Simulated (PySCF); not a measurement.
Al(Cl)3 cation (AlCl₃), SMILES [Cl][Al]([Cl])[Cl] (connectivity only; charge and spin as stated), charge +1, multiplicity 2. Atoms are numbered in the order given.

```xyz
4

Al     0.0000     0.0000    -0.3066
Cl     0.0000    -1.4387     1.2832
Cl     0.0000     0.0000    -2.3320
Cl     0.0000     1.4387     1.2832
```
Charge +1, spin multiplicity 2.

Geometry optimised at B3LYP-D3(BJ)/def2-SVP. The multiplicity is an assumed one; other spin states were not compared. The isomer is the one that the SMILES or the coordinates give; other isomers of the formula were not compared.

Method: B3LYP/def2-TZVPD run with PySCF.

Isolated molecule, no solvent.

**Question.** Estimate the frontier levels, dipole moment and polarisability. (An estimate is asked for; the answer gives what the named calculation found.)

**Answer.** 
```
Item                                                                Value
------------------------------------------------  -----------------------
α spin, highest occupied and lowest empty level       -14.80 and -7.66 eV
β spin, highest occupied and lowest empty level      -14.79 and -12.69 eV
dipole moment about the centre of nuclear charge                   0.90 D
mean static polarisability                          69.6 bohr³ (10.32 Å³)
polarisability, principal values                   43.6, 73.2, 92.2 bohr³
⟨S²⟩                                              0.755 (pure state 0.75)
```
